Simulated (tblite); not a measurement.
Species: C3H9OP.
SMILES: `CP(C)(C)=O`

Computed with GFN2-xTB (tblite): harmonic, unscaled wavenumbers at the GFN2-xTB geometry, gas phase. The method is semi-empirical: single wavenumbers can be off by several per cent or more.

Harmonic wavenumbers (cm⁻¹): 132.6, 168.5, 170.0, 216.8, 216.9, 263.4, 336.3, 336.4, 656.5, 727.8, 737.7, 737.9, 825.6, 825.7, 884.5, 884.6, 894.5, 1259.8, 1311.5, 1311.7, 1321.8, 1419.1, 1430.6, 1430.7, 1437.8, 1437.9, 1449.0, 3009.2, 3011.9, 3013.7, 3013.8, 3017.5, 3017.8, 3039.1, 3039.6, 3046.5.

A = 3733, B = 3733, C = 3504 MHz; mass 92.039 u (most abundant isotopes); point group C3v, symmetry number 3.

Problem. What is the zero-point energy?

Solution. Half the sum of the wavenumbers: 25017 cm⁻¹ = 299.28 kJ/mol.

Problem. Entropy at 350 K, 1 bar (ideal gas, RRHO, classical rotation)?

Solution. Translation 168.59, rotation 102.86, vibration 90.98: S = 362.4 J/(mol K).

Problem. And Cp and H(350 K) − H(0)?

Solution. Cp = 137.04 J/(mol K), of which vibrations give 103.79 (their classical limit is 36 R = 299.3); H(350 K) − H(0) = 29.81 kJ/mol without the zero-point energy, 18.17 from vibrations.

Problem. How do the functions run with temperature in this model?

Solution. 
```json
{"T (K)": "50", "S (J/(mol K))": "208.7", "Cp (J/(mol K))": "40.7", "H − H(0) (kJ/mol)": "1.74", "G − H(0) (kJ/mol)": "-8.69", "ln q(vib)": "0.04"}
{"T (K)": "100", "S (J/(mol K))": "244.2", "Cp (J/(mol K))": "63.8", "H − H(0) (kJ/mol)": "4.37", "G − H(0) (kJ/mol)": "-20.05", "ln q(vib)": "0.47"}
{"T (K)": "298.15", "S (J/(mol K))": "341.6", "Cp (J/(mol K))": "122.8", "H − H(0) (kJ/mol)": "23.07", "G − H(0) (kJ/mol)": "-78.78", "ln q(vib)": "3.77"}
{"T (K)": "373.15", "S (J/(mol K))": "371.4", "Cp (J/(mol K))": "143.2", "H − H(0) (kJ/mol)": "33.06", "G − H(0) (kJ/mol)": "-105.53", "ln q(vib)": "5.11"}
{"T (K)": "500", "S (J/(mol K))": "417.6", "Cp (J/(mol K))": "173.0", "H − H(0) (kJ/mol)": "53.18", "G − H(0) (kJ/mol)": "-155.63", "ln q(vib)": "7.36"}
{"T (K)": "750", "S (J/(mol K))": "496.4", "Cp (J/(mol K))": "215.8", "H − H(0) (kJ/mol)": "102.14", "G − H(0) (kJ/mol)": "-270.18", "ln q(vib)": "11.63"}
{"T (K)": "1000", "S (J/(mol K))": "562.8", "Cp (J/(mol K))": "245.4", "H − H(0) (kJ/mol)": "160.00", "G − H(0) (kJ/mol)": "-402.81", "ln q(vib)": "15.60"}
```

q(vib) and H(0) count from the zero-point level.

Problem. Which modes carry the vibrational entropy at 350 K?

Solution. 132.6 cm⁻¹: 13.46; 168.5 cm⁻¹: 11.53; 170.0 cm⁻¹: 11.46; 216.8 cm⁻¹: 9.54; 216.9 cm⁻¹: 9.54; 263.4 cm⁻¹: 8.05 J/(mol K); the other 30 give 27.40 together.

Hindered rotation and anharmonicity are outside this model.
